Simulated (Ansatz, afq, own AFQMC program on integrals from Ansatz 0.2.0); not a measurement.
**Atomization energy of AlSiH3, singlet**

```xyz
5

Si   -0.0068    0.0000    1.1479
Al   -0.0741    0.0000   -1.1139
H     0.8288    1.0249    0.2130
H     0.8288   -1.0249    0.2130
H     0.5154    0.0000   -2.5943
```

Connectivity, by distances: Si–AlH, 2 bridging H.

Atoms in their ground-state spins without spin–orbit coupling (mostly on UHF) minus the molecule (RHF), without zero-point energy. The geometry is a stationary point, not shown to be a minimum.

Basis cc-pVDZ. Only valence electrons are correlated. Ansatz 0.2.0 and our own AFQMC program on the same integrals; the CISD trial comes from CCSD amplitudes, and released means the phaseless constraint is let go. Uncertainties: one standard error, sampling alone. The errors of all members are added in quadrature.

No full CI on the walks' own integrals is used here; CCSDT(Q) serves as the reference and is uncertain by about the last step of the cluster series. Each member takes its own surest rung, up to full CI.

Errors are counted within cc-pVDZ, not against nature.

Cautions: other spins of the molecule weren't checked.

```
level  atomization energy (kJ/mol)
  MP2                       1010.0
 CCSD                       1013.1
```

**Question.** From these cheaper values, estimate the atomization energy at the reference level in cc-pVDZ.

**Answer.** 1032.0 kJ/mol (CCSDT(Q) in cc-pVDZ).

| level | atomization energy (kJ/mol) | error against CCSDT(Q) (kJ/mol) |
| --- | --- | --- |
| HF | 765.1 | -266.9 |
| CCSD(T) | 1029.3 | -2.7 |
| ph-AFQMC/HF | 1056.0 ± 5.5 | 24.0 ± 5.5 |
| ph-AFQMC/CISD | 1032.2 ± 0.9 | 0.2 ± 0.9 |
| released AFQMC | 1031.6 ± 1.6 | -0.4 ± 1.6 |

Correlation beyond CCSD(T) adds 2.7 kJ/mol. The perturbative (T) step is worth +16.2 kJ/mol.

A walk keeps the symmetry of its determinant, which the program's search chose and which needn't be the lowest solution, so a lower state of the same spin and another symmetry isn't excluded. Released energies are given only where the last usable release times agree within the noise; a slower fall can still hide under it.
